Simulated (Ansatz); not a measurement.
**SiCl (SMILES [Si]Cl) at UB2PLYP/aug-cc-pVTZ**

What is the energy change on altering one bond length of SiCl at UB2PLYP/aug-cc-pVTZ? 

The results are computed with Ansatz 0.2.0.

40 further runs of the same task are left out: 40 set aside as unsound or not needed.

### Step 1. The molecule

The species is SiCl (2 atoms), meant as a doublet with charge 0. As SMILES, `[Si]Cl`. The shape is that of a PBE0-D4/def2-TZVP optimisation.

Bond lengths: Si1–Cl2 2.067 Å.

### Step 2. The energy at UB2PLYP/aug-cc-pVTZ

File molecule.yaml:

```yaml
crystal:
  periodic: [false, false, false]
  atoms:
    - {symbol: Si, position_ang: [0.881810, -0.293660, 0.452120]}
    - {symbol: Cl, position_ang: [-0.881810, 0.293660, -0.452120]}
basis:
  gaussian:
    orbitals: aug-cc-pVTZ
correlation:
  frozen_orbitals: {Cl: 5, Si: 5}
hamiltonian:
  xc: {name: B2PLYP}
output: {orbitals: {seedname: orbitals}}
accuracy: high
magnetization:
  spin_polarized: true
  initial_magnetization: 1
```

Run with:

```console
$ ansatz run molecule.yaml --threads 1 --pin off --max-ram 3480MiB --events-out events.jsonl --progress --plain --runs-dir runs
```

What it wrote:

```text
Warning: RAYON_NUM_THREADS=1 ignored (pool sized by the plan → 1); use --threads N
Functional definition: B2PLYP
  name "B2PLYP"
  parameter a = 0.53
  parameter c = 0.27
  exchange = (1 - a)*b88_x + a*exact_x
  correlation = (1 - c)*lyp_c + c*(mp2_os + mp2_ss)
1299 factors; integrals over basis functions are off by at most 3.8e-9 eV
mean field evaluation 1: about -20390.6170 eV, gradient 7.6e0 eV
mean field evaluation 2: about -20390.6951 eV, gradient 7.6e0 eV
mean field evaluation 4: about -20391.1085 eV, gradient 8.5e-1 eV
mean field evaluation 8: about -20391.1211 eV, gradient 3.1e-2 eV
mean field evaluation 16: about -20391.1212 eV, gradient 2.8e-5 eV
mean field -20391.12115291 eV, -749.3598807712 hartree, gradient 1.4e-8 eV, S^2 0.760469; 0 other end points of the search recorded, 0 dependent functions left out
10 core orbitals not correlated: weight in the atoms' cores, before any rotation towards them, 1.000 or more for the frozen orbitals, at most 0.000 for the correlated occupied ones
reference -20391.12117292 eV, -749.3598815063 hartree; 6, 5 occupied and 84, 85 virtual orbitals, 1299 factors
second order -9.02048890 eV of doubles, -0.00000000 eV of singles
Total energy: -20393.55670492 eV, -749.4493856566 hartree
```

Run time: 5.7 s. Hardware: 1 thread of Intel Xeon 6975P-C (Granite Rapids), shared host; peak memory 0.3 GiB.

### Step 3. The distorted shape at the same level

File molecule.yaml:

```yaml
crystal:
  periodic: [false, false, false]
  atoms:
    - {symbol: Si, position_ang: [2.292705, -0.763516, 1.175512]}
    - {symbol: Cl, position_ang: [-0.881810, 0.293660, -0.452120]}
basis:
  gaussian: {orbitals: aug-cc-pVTZ}
accuracy: high
correlation: {frozen_orbitals: {Cl: 5, Si: 5}}
magnetization: {spin_polarized: true, initial_magnetization: 1}
output: {orbitals: {seedname: orbitals}}
total_charge: 0
hamiltonian: {xc: {name: B2PLYP}}
```

Run with:

```console
$ ansatz run molecule.yaml --threads 1 --pin off --max-ram 3480MiB --events-out events.jsonl --progress --plain --runs-dir runs
```

What it wrote:

```text
Warning: RAYON_NUM_THREADS=1 ignored (pool sized by the plan → 1); use --threads N
[... 6 set-up lines as earlier in the session ...]
1266 factors; integrals over basis functions are off by at most 3.7e-9 eV
mean field evaluation 1: about -20384.7359 eV, gradient 1.6e1 eV
mean field evaluation 2: about -20384.7411 eV, gradient 1.6e1 eV
mean field evaluation 4: about -20386.7811 eV, gradient 5.9e0 eV
mean field evaluation 8: about -20387.5261 eV, gradient 1.6e-1 eV
mean field evaluation 16: about -20387.5275 eV, gradient 5.2e-3 eV
mean field evaluation 32: about -20387.0659 eV, gradient 4.6e0 eV
mean field evaluation 64: about -20386.9687 eV, gradient 9.1e-3 eV
mean field evaluation 96: about -20387.6625 eV, gradient 3.0e-1 eV
mean field evaluation 128: about -20387.7881 eV, gradient 1.4e-1 eV
mean field evaluation 160: about -20313.5416 eV, gradient 4.7e1 eV
mean field -20387.79050714 eV, -749.2374817965 hartree, gradient 5.1e-8 eV, S^2 1.319454; 13 other end points of the search recorded, 0 dependent functions left out
10 core orbitals not correlated: weight in the atoms' cores, before any rotation towards them, 1.000 or more for the frozen orbitals, at most 0.000 for the correlated occupied ones
reference -20387.79052799 eV, -749.2374825630 hartree; 6, 5 occupied and 84, 85 virtual orbitals, 1266 factors
second order -8.22780155 eV of doubles, -0.00000000 eV of singles
Total energy: -20390.01203441 eV, -749.3191214180 hartree
```

Run time: 32 s. Hardware: 1 thread of Intel Xeon 6975P-C (Granite Rapids), shared host; peak memory 0.39 GiB.

### Step 4. Results

At UB2PLYP/aug-cc-pVTZ, 10 core orbitals frozen:

| quantity | value |
| --- | --- |
| first shape: total energy | -749.44939 Eh |
| first shape: HOMO energy (SCF part's orbitals) (highest over α and β) | -6.10 eV |
| first shape: LUMO energy (SCF part's orbitals) (lowest over α and β) | -1.84 eV |
| first shape: ⟨S²⟩ | 0.760 |
| distorted shape: total energy | -749.31912 Eh |
| distorted shape: HOMO energy (SCF part's orbitals) (highest over α and β) | -7.29 eV |
| distorted shape: LUMO energy (SCF part's orbitals) (lowest over α and β) | -3.62 eV |
| distorted shape: ⟨S²⟩ | 1.319 |
| energy change with the Si1–Cl2 bond stretched from 2.067 to 3.721 Å | 3.545 eV |

**Reading.** With the Si1–Cl2 bond stretched from 2.067 to 3.721 Å the energy rises by 3.54 eV (342 kJ/mol). The first shape isn't relaxed at this level, so the change isn't measured from a minimum. ⟨S²⟩ (distorted shape) is 1.32 where a pure doublet has 0.75: the reference is spin-contaminated.
